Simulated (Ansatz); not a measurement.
The input, for Ansatz 0.2.0:

```yaml
crystal:
  periodic: [false, false, false]
  atoms:
    - {symbol: B, position_ang: [0.000000, 0.000000, 2.307601]}
    - {symbol: C, position_ang: [0.000000, 0.000000, -0.618399]}
    - {symbol: H, position_ang: [0.000000, 0.000000, -1.689201]}
basis:
  gaussian: {orbitals: "6-31++G**", fitting: {mean_field: def2-universal-jkfit}}
magnetization: {spin_polarized: false, initial_magnetization: 2}
correlation: {method: mp2, electrons: valence}
```

```sh
$ ansatz run in.yaml --threads 1 --pin off --events-out ev --progress --plain --max-ram 2393MiB
```

Log:

```
168 factors; integrals over basis functions are off by at most 2.0e-1 eV
mean field evaluation 1: about -1705.5597 eV, gradient 1.8e1 eV
mean field evaluation 2: about -1690.2460 eV, gradient 5.0e1 eV
mean field evaluation 4: about -1707.1639 eV, gradient 4.7e0 eV
mean field evaluation 8: about -1707.1640 eV, gradient 4.7e0 eV
mean field evaluation 16: about -1708.6008 eV, gradient 1.8e-1 eV
mean field evaluation 32: about -1705.1444 eV, gradient 3.0e-1 eV
mean field evaluation 64: about -1708.5640 eV, gradient 1.5e0 eV
mean field evaluation 96: about -1708.6605 eV, gradient 3.1e-1 eV
mean field evaluation 128: about -1708.1439 eV, gradient 1.9e0 eV
mean field evaluation 160: about -1707.5009 eV, gradient 5.9e-4 eV
mean field -1708.67514903 eV, -62.7926535453 hartree, gradient 3.0e-6 eV, S^2 2.000000; 21 other end points of the search recorded, 0 dependent functions left out
unrestricted determinant -1709.28125461 eV, -62.8149275145 hartree, S^2 2.8633
2 core orbitals not correlated: weight in the atoms' cores, before any rotation towards them, 1.000 or more for the frozen orbitals, at most 0.000 for the correlated occupied ones
reference -1708.67514903 eV, -62.7926535453 hartree; 5, 3 occupied and 37, 39 virtual orbitals, 168 factors
second order -3.33030141 eV of doubles, -0.10737049 eV of singles
Total energy: -1712.11282094 eV, -62.9189856576 hartree
```

Ran on 1 thread of Arm Neoverse V2, shared host: 0.6 s wall, 0.16 GiB peak host memory.
